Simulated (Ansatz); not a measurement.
**[BH$_{2}$···H···NH], triplet: transfer scan**

Starting geometry:

| atom | x (Å) | y (Å) | z (Å) |
| --- | --- | --- | --- |
| B | -1.4864 | 0.0351 | 0.0000 |
| H | -2.0832 | 1.0687 | 0.0000 |
| H | -2.0832 | -0.9985 | 0.0000 |
| H | -0.2930 | 0.0351 | 0.0000 |
| N | 1.3516 | 0.0351 | 0.0000 |
| H | 1.6206 | -0.9691 | 0.0000 |

From there H4 is moved from one fragment to the other while all else, the fragments' distance too, stays fixed, so the hump isn't the reaction's barrier; atoms are numbered as listed. Energies are in kJ/mol, counted from the starting geometry at the same level. Kohn–Sham curves are unrestricted where that lies lower.

Basis cc-pVDZ; Ansatz 0.2.0. Only valence electrons are correlated (noble-gas cores frozen). R marks a restricted (for open shells ROHF) determinant, U an unrestricted one.

In so small a basis the reference is far from its limit while semilocal and hybrid functionals are nearer theirs (RPA and double hybrids share much of the reference's basis error), so the functionals' errors here hold much of the reference's basis and frozen-core error, which can add to them or hide them.

Full CI isn't at hand for all of this; UCCSDT(Q) serves as the reference, and is uncertain by about the last step of the cluster series.

```tsv
distance B1-H4 (Å)	UCCSDT(Q)	PBE	BLYP	r2SCAN	PBE0	B3LYP	BHLYP	wB97M-V	B2PLYP	RPA-PBE
1.110	6.2	14.3	12.4	11.1	10.2	9.4	5.1	7.0	7.2	7.5
1.194	0.0	0.0	0.0	0.0	0.0	0.0	0.0	0.0	0.0	0.0
1.280	10.1	-0.1	1.6	3.0	4.8	5.3	10.7	8.3	8.2	7.8
1.366	27.8	6.4	9.9	12.5	16.4	17.3	28.7	23.4	23.3	22.1
1.453	44.9	13.5	18.6	21.9	27.7	29.1	46.0	38.0	37.7	35.7
1.539	54.2	16.9	23.3	25.9	33.2	35.3	55.4	45.5	44.8	42.8
1.625	53.0	15.8	23.1	23.3	31.2	34.4	53.9	44.1	42.8	41.8
1.712	45.8	13.5	21.3	17.6	25.4	29.8	45.4	37.9	35.7	36.7
1.798	43.8	18.5	26.4	18.3	25.6	31.0	41.3	37.3	34.2	37.3
```

Task: Judged by the spread of the error over the points with a reference (largest less smallest), which of these follows UCCSDT(Q) best and which worst?

Result: Subtracting the UCCSDT(Q) column from each: best BHLYP (errors from -2.6 to 1.2, spread 3.8 kJ/mol), worst PBE (from -37.3 to 8.0, spread 45.3 kJ/mol). Functionals and wave-function methods converge differently with the basis, so part of this is basis effect.
